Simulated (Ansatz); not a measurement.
A calculation with Ansatz (development build ahead of 0.2.0).

```yaml
crystal:
  periodic: [false, false, false]
  atoms:
    - { symbol: C, position_ang: [0.0, 0.0, 0.0] }
    - { symbol: C, position_ang: [1.41432, 0.0, 0.0] }
    - { symbol: C, position_ang: [-0.70716, 1.22484, 0.0] }
    - { symbol: C, position_ang: [-0.70716, -1.22484, 0.0] }
    - { symbol: H, position_ang: [1.97654, -0.93626, 0.0] }
    - { symbol: H, position_ang: [1.97654, 0.93626, 0.0] }
    - { symbol: H, position_ang: [-1.7991, 1.24361, 0.0] }
    - { symbol: H, position_ang: [-0.17745, 2.17987, 0.0] }
    - { symbol: H, position_ang: [-1.7991, -1.24361, 0.0] }
    - { symbol: H, position_ang: [-0.17745, -2.17987, 0.0] }
basis:
  gaussian: { orbitals: def2-TZVP }
magnetization:
  spin_polarized: true
  initial_magnetization: 2
hamiltonian:
  xc: hf
correlation:
  method: mp2
  frozen_orbitals: { C: 1, H: 0 }
```

The input is written out in the form of the current development build from the run's settings.

Results

```
Converged                       : yes
Reference energy                : -154.95573 hartree
Correlation energy              : -0.57309 hartree
Total energy                    : -155.52882 hartree
Spin squared of the determinant : 2.197
```

Caution: the unrestricted determinant is spin contaminated.
